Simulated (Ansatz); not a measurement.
## CH2BF (SMILES B[C]F): where methods fail along a bond

CH2BF has 5 atoms, charge 0, and is taken as a triplet. As SMILES, `B[C]F`. Geometry: relaxed at GFN2-xTB.

```xyz
5

B    -0.5056   -0.2501   -0.1209
C     0.8999    0.1798   -0.2454
F     1.7161    0.8967    0.4901
H    -0.9948   -0.9049   -0.9535
H    -1.1156    0.0785    0.8297
```

The B1–H4 distance is scanned; the parts on either side stay rigid. Basis STO-3G, 3 core orbitals frozen in the correlated methods; program Ansatz 0.2.0. FCI is exact within this basis and core. Energies in eV from each method's value at 1.167 Å; open shells run as named. The shape above is that at 1.167 Å.

```tsv
distance (Å)	UHF	UCAM-B3LYP	U-wB97M-V	UHSE06	UB2PLYP	UMP2	UBCCD(T)	FCI
1.167	0.00	0.00	0.00	0.00	0.00	0.00	0.00	0.00
1.458	1.11	0.93	0.93	0.91	0.92	0.94	0.81	0.80
1.750	3.14	2.64	2.62	2.60	2.62	2.81	2.34	2.33
2.333	4.90	5.45	5.63	5.41	5.39	5.15	4.67	4.65
2.917	5.16	6.12	6.32	6.01	5.92	5.45	5.49	5.36
```

Departure from the FCI curve at its largest: UHF +0.81 eV at 1.75 Å; UCAM-B3LYP +0.81 eV at 2.33 Å; U-wB97M-V +0.98 eV at 2.33 Å; UHSE06 +0.77 eV at 2.33 Å; UB2PLYP +0.74 eV at 2.33 Å; UMP2 +0.50 eV at 2.33 Å; UBCCD(T) +0.13 eV at 2.92 Å. For the functionals part of the departure is owed to the small basis.
